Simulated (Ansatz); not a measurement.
Ansatz (an electronic-structure program) input (PBE0/6-311+G**): The .json file is the Basis Set Exchange's 6-311+G**.

Ansatz 0.2 input:
```yaml
crystal:
  periodic: [false, false, false]
  atoms:
    - {symbol: O, position_ang: [-0.00000000, -0.00000000, -0.10852476]}
    - {symbol: H, position_ang: [0.00000000, 0.00000000, 0.86819804]}
basis:
  gaussian:
    orbitals: 6-311+G__.json
hamiltonian:
  xc: {name: PBE0}
magnetization: {spin_polarized: true, initial_magnetization: 1}
output: {forces: true}
```

What final total energy does it give?

-75.67903 Eh.
